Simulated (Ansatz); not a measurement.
Species: H3Si, SMILES `[SiH3]` (charge 0, multiplicity 2), formula H3Si.

Question: How many basis functions does frozen-core CCSD(T)/def2-TZVPP // B3LYP-D3(BJ)/def2-TZVP (Ansatz, a first-principles code) use, how many core orbitals are frozen, and how many electrons are correlated?

Answer: 84 basis functions and 5 frozen orbitals, which leaves 7 correlated electrons. Core time is of the order of seconds.
